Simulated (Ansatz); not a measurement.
Potential energy curve for ClNa, singlet.

Calculation: full CI/cc-pVDZ, frozen core in Ansatz (a program for electronic structure).

**Question.** Relative to R = 2.43 Å, what are the energies at R = 2.09, 2.56, 3.01, 5.92 Å?

**Answer.** 11.0 kcal/mol at 2.09 Å, 1.4 kcal/mol at 2.56 Å, 14.1 kcal/mol at 3.01 Å, 81.9 kcal/mol at 5.92 Å.
